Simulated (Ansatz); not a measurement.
**BH₂O− (SMILES B[O-]): functionals against CCSD(T) at one geometry**

The atoms stand at a frame of a short trajectory. How far do the functionals agree with CCSD(T) there?

Computed with Ansatz 0.2.0, Gaussian basis. Level: single points in def2-TZVPPD.

Correlated methods freeze the cores.

1 further run of the same task is left out (it didn't finish).

## (1) The starting structure

SMILES `B[O-]`, 4 atoms, charge -1, spin multiplicity 1.

Atoms are counted from 1 here; the program's logs count them from 0.

Bond lengths: B1–O2 1.305 Å, B1–H3 1.262 Å, B1–H4 1.386 Å. Angles: O2–B1–H3 129.6°, O2–B1–H4 122.7°, H3–B1–H4 107.7°.

As a file:

```xyz
4
charge -1, multiplicity 1
B     0.1032    0.1084   -0.0575
O     0.8878   -0.4871    0.7979
H    -1.1411   -0.0166   -0.2300
H     0.5625    1.0442   -0.9708
```

## (2) PBE-D4/def2-TZVPPD

Contents of run/in.yaml:

```yaml
crystal:
  periodic: [false, false, false]
  atoms:
    - {symbol: B, position_ang: [0.103161, 0.108375, -0.057525]}
    - {symbol: O, position_ang: [0.887777, -0.487084, 0.797893]}
    - {symbol: H, position_ang: [-1.141123, -0.016643, -0.230047]}
    - {symbol: H, position_ang: [0.562479, 1.044179, -0.970828]}
basis:
  gaussian: {orbitals: "def2-TZVPPD.json"}
total_charge: -1
hamiltonian: {xc: pbe, dispersion: d4}
output: {forces: true}
```

The basis file named in the input lies beside it (Basis Set Exchange, JSON).

Launch:

```bash
ansatz run in.yaml --threads 2 --pin off --events-out ev --progress --plain --max-ram 3481MiB
```

## (3) r2SCAN-D4/def2-TZVPPD

run/in.yaml, as its differences from that of step 2:

```diff
@@ -10,3 +10,3 @@
 total_charge: -1
-hamiltonian: {xc: pbe, dispersion: d4}
+hamiltonian: {xc: r2scan, dispersion: d4}
 output: {forces: true}
```

## (4) PBE0-D4/def2-TZVPPD

run/in.yaml, as its differences from that of step 3:

```diff
@@ -10,3 +10,3 @@
 total_charge: -1
-hamiltonian: {xc: r2scan, dispersion: d4}
-output: {forces: true}
+hamiltonian: {xc: pbe0, dispersion: d4}
+output: {forces: true, orbitals: {seedname: orbitals}}
```

## (5) wB97M-V/def2-TZVPPD

run/in.yaml, as its differences from that of step 4:

```diff
@@ -10,3 +10,3 @@
 total_charge: -1
-hamiltonian: {xc: pbe0, dispersion: d4}
-output: {forces: true, orbitals: {seedname: orbitals}}
+hamiltonian: {xc: {name: wB97M-V}}
+output: {forces: true}
```

## (6) CCSD(T)/def2-TZVPPD

run/in.yaml, as its differences from that of step 5:

```diff
@@ -10,3 +10,3 @@
 total_charge: -1
-hamiltonian: {xc: {name: wB97M-V}}
+correlation: {method: ccsd_t}
 output: {forces: true}
```

(Steps that only read results are left out.)

Q: Predict the outcome of this session. Wanted: RMS force component; RMS force error; HOMO and LUMO, PBE0-D4; T1 diagnostic.

The runs gave:

| quantity | value |
| --- | --- |
| RMS force component | 0.531 to 0.722 eV/Å over the methods |
| RMS force error | PBE-D4 0.135, r2SCAN-D4 0.245, PBE0-D4 0.327, wB97M-V 0.271 eV/Å |
| HOMO and LUMO, PBE0-D4 | -0.15 and 4.27 eV |
| T1 diagnostic | 0.019 |

In words: On forces the order runs from PBE-D4 to PBE0-D4. Frozen-core CCSD(T) forces in triple zeta carry basis errors of their own, and this is one geometry, so small gaps rank nothing.
